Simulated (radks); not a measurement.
**Taking charge from the 1s level of N²⁺ in fractions**

The task here is to estimate one member of a computed series from the others.

Method: scalar-relativistic Kohn-Sham, BLYP, spin-polarised, spherical densities, finite nucleus; open shells are filled with parallel spins first. Code: radks (a radial shooting solver on a logarithmic mesh, Libxc functionals) version 1.

1 further run of the same task is left out (it didn't finish).

**Starting point**

- element: nitrogen (Z = 7)
- charge: +2
- electrons: 5
- configuration: 1s(up 1, down 1) 2s2 2p1
- nuclear rms radius: 2.5582 fm

A shell typed twice in an input gives spin up, then spin down.

The first run:

The run's settings:

```text
Z 7
configuration 1s1 1s1 2s2 2p1
relativity scalar-relativistic
functional b88,lyp
spin polarised
nucleus finite rms 2.5582 fm
c 137.035999084
```

Among the steps run: Start: 1s(up 1, down 1) 2s2 2p1.

One of the session's tables, all rows but one given; the rest of the session is left out.

It belongs to the step «Start: 1s(up 1, down 1) 2s2 2p1». Radial moments (bohr):

| level | <r> | outermost maximum (interpolated) | 90 % within |
| --- | --- | --- | --- |
| 1s up | 0.2296 | 0.148 | 0.412 |
| 1s down | ? | ? | ? |
| 2s up | 1.164 | 0.950 | 1.82 |
| 2s down | 1.182 | 0.957 | 1.85 |
| 2p up | 1.125 | 0.848 | 1.86 |
| 2p down | 1.152 | 0.859 | 1.92 |

**Question.** Estimate the row for 1s down.

**Answer.** <r>: 0.2292; outermost maximum (interpolated): 0.148; 90 % within: 0.411. In the column «<r>» it is the lowest.
